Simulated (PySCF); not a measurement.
C5H11N.
Z-matrix (Å and degrees, PBE0-D3(BJ)/def2-SVP geometry), rows numbered from 1:
```
N 
C   1  1.4528
C   2  1.5495  1  111.52
C   3  1.5291  2  106.12  1  -114.99
C   4  1.5266  3  102.99  2   -33.40
C   5  1.5261  4  102.61  3    42.53
H   1  1.0204  2  109.61  3    63.35
H   1  1.0189  2  110.07  3   179.28
H   2  1.1025  1  106.30  3   118.69
H   3  1.1014  2  109.83  1   126.70
H   3  1.0999  2  110.57  1     9.27
H   4  1.1044  3  110.41  2    83.35
H   4  1.1006  3  113.36  2  -156.73
H   5  1.1010  4  113.84  3   165.61
H   5  1.1042  4  109.57  3   -74.52
H   6  1.1012  2  112.97  1   -96.54
H   6  1.1045  2  108.07  1    21.40
```

Level: CAM-B3LYP/def2-SVPD in PySCF, non-relativistic, on one gas-phase PBE0-D3(BJ)/def2-SVP geometry that isn't relaxed in the solvent. The solvent is an IEF-PCM continuum (cavity from Bondi-type radii × 1.2), and excitations are vertical TDDFT with non-equilibrium linear response and a frozen core. Only the electrostatic response of the medium enters.

Gas-phase singlets (H = HOMO, L = LUMO):

| state | E (eV) | λ (nm) | f | leading configurations |
| --- | --- | --- | --- | --- |
| S1 | 6.325 | 196 | 0.026 | H→L 64%, H→L+1 29% |
| S2 | 7.167 | 173 | 0.003 | H→L+2 85% |
| S3 | 7.375 | 168 | 0.004 | H→L+1 50%, H→L 28%, H→L+6 11% |
| S4 | 7.838 | 158 | 0.004 | H→L+3 79%, H→L+5 11% |
| S5 | 8.428 | 147 | 0.021 | H→L+4 30%, H→L+5 20%, H→L+7 15% |

Q: Give the list for cyclohexane (ε = 2.017), n² = 2.04.

A: 
| state | E (eV) | λ (nm) | f | leading configurations | change by rank (eV) |
| --- | --- | --- | --- | --- | --- |
| S1 | 6.420 | 193 | 0.035 | H→L 63%, H→L+1 28% | +0.095 |
| S2 | 7.268 | 171 | 0.004 | H→L+2 81% | +0.101 |
| S3 | 7.465 | 166 | 0.006 | H→L+1 46%, H→L 30%, H→L+6 11% | +0.090 |
| S4 | 7.910 | 157 | 0.004 | H→L+3 80%, H→L+5 10% | +0.072 |
| S5 | 8.491 | 146 | 0.032 | H→L+4 42%, H→L+5 15%, H→L+7 15% | +0.063 |

Q: How does the list change in chloroform (ε = 4.711)?

A: 
```tsv
state	E (eV)	λ (nm)	f	leading configurations	change by rank (eV)
S1	6.524	190	0.038	H→L 62%, H→L+1 25%	+0.199
S2	7.367	168	0.003	H→L+2 72%, H→L+1 14%	+0.200
S3	7.554	164	0.008	H→L+1 40%, H→L 30%, H→L+6 10%	+0.179
S4	7.978	155	0.004	H→L+3 82%, H→L+5 10%	+0.140
S5	8.554	145	0.036	H→L+4 54%, H→L+7 14%, H→L+5 11%	+0.126
```

Q: The ground-state energy changes by -0.125 eV from gas to chloroform. By how much does the total energy of gas-phase S1 change?

A: E(S1) = E(S0) + excitation energy, so it changes by -0.125 + 0.199 = +0.074 eV: it isn't lowered at all, while the ground state is. This is the vertical state, with the slow part of the continuum still set for S0.

Q: How do the frontier levels move from gas to chloroform?

A: 
```
orbital  gas (eV)  solvent (eV)  change (eV)
 LUMO+2      1.97          2.16        +0.19
 LUMO+1      1.94          2.09        +0.15
   LUMO      1.34          1.51        +0.17
   HOMO     -8.19         -8.22        -0.03
 HOMO-1    -10.40        -10.27        +0.13
 HOMO-2    -10.54        -10.39        +0.15
 HOMO-3    -10.81        -10.70        +0.11
```

The HOMO–LUMO gap goes from 9.53 to 9.73 eV. Rows go by rank; for LUMO+1 and LUMO+2 the atom shares or the degeneracy differ between the runs, so the row needn't follow one orbital.
